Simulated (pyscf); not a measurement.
Routes from Cl–GeH₃

Candidate steps break at most two bonds and form at most two. Each was searched with GFN2-xTB (tblite) first. Optimised with ωB97X-D3(BJ)/def2-SVP in PySCF. Energies: ωB97M-D3(BJ)/def2-TZVP, kJ/mol, from the reactant's lowest minimum found, singlet surface; ΔG‡ with ideal gas, 1 atm, RRHO with modes under 100 cm⁻¹ raised to 100, one conformer, R ln 2 for chiral ones without a mode under 150 cm⁻¹.

```csv
products,type,ΔE‡,ΔE,ΔG‡ 298 K,ΔG‡ 900 K,ν‡ (cm⁻¹)
Cl–GeH: [singlet] + H₂,"1,1-elimination",248.8,+123.3,232.7,223.3,1353i
GeH₂ [singlet] + HCl,"1,1-elimination",249.1,+229.0,232.2,223.3,1064i
```

Row 2: On the product side the descent ends in a bound adduct, 38.0 kJ/mol under the separated species and 45.6 kJ/mol under the saddle at ωB97X-D3(BJ)/def2-TZVP. 

Plain bond fissions and candidates not yet searched are not listed, and one of them may be faster. Each barrier is that of the saddle found; lower ones may exist. Elements up to Kr have no core potential and no relativistic terms here.
